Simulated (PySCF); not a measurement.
Homolysis of single bonds, series allyl-X. All species are isolated molecules in the gas phase. One relaxed conformer stands for each flexible species; it need not be the lowest. Strings in code marks are SMILES.

Computed with PBE-D3(BJ)/def2-TZVP // PBE0-D4/def2-TZVP (PySCF). 

```tsv
species	highest occupied spin orbital (eV)
radical fragment (`C[CH2]`)	…
whole molecule (`C=CCCC` (C–C–C–C torsion 120°, C–C–C–C torsion -65°))	–
whole molecule (`C=CCF` (C–C–C–F torsion 0°))	–
radical fragment (`[CH2]OC`)	-3.64
radical fragment (`[CH2]C#N`)	-6.39
radical fragment (`[C]#N`)	…
whole molecule (`SCC=C` (C–C–C–S torsion 118°, C–C–S–H torsion -57°))	–
radical fragment (`C[S]`)	-5.31
radical fragment (`C=CC[S]` (C–C–C–S torsion 119°))	-5.44
whole molecule (`BCC=C`)	–
radical fragment (`[SeH]`)	-5.80
radical fragment (`[C-]#[N+][CH2]`)	-5.83
```

**Question.** Complete the blanks.

**Answer.** 
- radical fragment (`C[CH2]`), highest occupied spin orbital (eV): -4.54
- radical fragment (`[C]#N`), highest occupied spin orbital (eV): -9.42
